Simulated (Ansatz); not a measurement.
Predict the output of the script below (Ansatz 0.2.0, Python API).

Script `ch6ssi.py`:
```python
# -*- coding: utf-8 -*-
"""Molecular dynamics of one CH6SSi molecule."""

import warnings

import ansatz as az
import numpy as np

BASIS_SET = "def2-SVP"
XC = "PBE0"
N_STEPS = 30
TEMPERATURE_K = 200

GEOMETRY = """
Si   -0.80820    0.16600   -0.61670
C     0.86680   -0.11360   -0.05780
S     0.82570   -1.09130    1.45690
H    -1.50200   -1.03790   -0.95730
H    -0.83840    1.04660   -1.87020
H    -1.62660    0.96070    0.41040
H     1.46240   -0.65900   -0.81080
H     1.43990    0.84250    0.13300
H     0.26890   -0.16030    2.29540
"""


def main():
    warnings.simplefilter("ignore", az.DeckWarning)

    molecule = az.Crystal.molecule()
    for line in GEOMETRY.strip().splitlines():
        symbol, *xyz = line.split()
        molecule = molecule.atom(symbol, [float(v) for v in xyz])

    job = (
        molecule.calculation()
        .basis(gaussian=BASIS_SET)
        .functional(XC)
    )
    symbols = [site.symbol for site in molecule.cartesian_sites]
    start = np.array([site.position_ang for site in molecule.cartesian_sites], dtype=float)
    data = job.relax(force_tolerance=0.02).run(threads=1).report
    end = np.array(data["positions_ang"])
    minimum = az.Crystal.molecule()
    for symbol, place in zip(symbols, end):
        minimum = minimum.atom(symbol, place.tolist())

    # dynamics from the relaxed geometry
    job = (
        minimum.calculation()
        .basis(gaussian=BASIS_SET)
        .functional(XC)
        .md("nvt_langevin", timestep=0.5, steps=N_STEPS, temperature=TEMPERATURE_K, initial_velocities="maxwell_boltzmann", seed=18, friction=0.01)
    )
    frames = []
    res = job.session().plan().execute(on_event=lambda e: frames.append(e["data"]) if e["event"] == "md_step" else None)
    print("t (fs)   E_pot (eV)      E_kin (eV)   T (K)   d(0-1) (A)")
    for f in frames[::2]:
        xyz = np.array(f["positions_ang"])
        print(f"{f['time_fs']:6.2f} {f['lagrangian_ev']:14.5f} {f['e_kin_ev']:10.5f} {f['temperature_k']:8.1f} {np.linalg.norm(xyz[0] - xyz[1]):9.4f}")
    print("mean temperature", round(float(np.mean([f["temperature_k"] for f in frames])), 1), "K")
    symbols = [site.symbol for site in molecule.cartesian_sites]
    with open("last_frame.xyz", "w") as handle:
        handle.write(f"{len(symbols)}\nt = {frames[-1]['time_fs']} fs\n")
        handle.writelines("{:2s} {:10.5f} {:10.5f} {:10.5f}\n".format(s, *xyz) for s, xyz in zip(symbols, frames[-1]["positions_ang"]))


if __name__ == "__main__":
    main()
```

```console
$ python ch6ssi.py
t (fs)   E_pot (eV)      E_kin (eV)   T (K)   d(0-1) (A)
  0.00   -19832.37669    0.20682    177.8    1.8897
  1.00   -19832.36355    0.18559    159.5    1.8857
  2.00   -19832.33436    0.14855    127.7    1.8818
  3.00   -19832.30735    0.10419     89.6    1.8774
  4.00   -19832.29689    0.09985     85.8    1.8728
  5.00   -19832.29713    0.10952     94.1    1.8692
  6.00   -19832.29368    0.11637    100.0    1.8658
  7.00   -19832.27810    0.10854     93.3    1.8619
  8.00   -19832.26081    0.09418     81.0    1.8588
  9.00   -19832.25418    0.08201     70.5    1.8563
 10.00   -19832.26162    0.08864     76.2    1.8553
 11.00   -19832.27223    0.09814     84.4    1.8558
 12.00   -19832.27894    0.10387     89.3    1.8574
 13.00   -19832.28417    0.11797    101.4    1.8602
 14.00   -19832.29008    0.12421    106.8    1.8639
 15.00   -19832.29529    0.14611    125.6    1.8679
mean temperature 103.1 K
```

File `last_frame.xyz` afterwards:
```text
9
t = 15.0 fs
Si   -0.83132    0.24739   -0.65899
C     0.89371   -0.04716   -0.00601
S     0.90137   -1.10679    1.50101
H    -1.52531   -1.02321   -0.97176
H    -0.79035    1.11713   -1.86224
H    -1.55248    0.98434    0.42208
H     1.47157   -0.64835   -0.74820
H     1.50591    0.86576    0.07468
H     0.30957   -0.28417    2.43468
```

These settings explore the input space; basis and method may be short of convergence. The trajectory is only some femtoseconds long, so its temperature is not equilibrated; where the script doesn't relax first, it starts from a rough generated geometry. The printed temperature counts all 3N degrees of freedom under Langevin dynamics, so the first row lies under the target. Run time: 86 s on 1 thread of Arm Neoverse V2, with other jobs on the host, peak memory 0.23 GiB.

(A comment or docstring line of the script was reworded after the run, the code is as it ran; lines on the test bed's own set-up are left out of the output.)
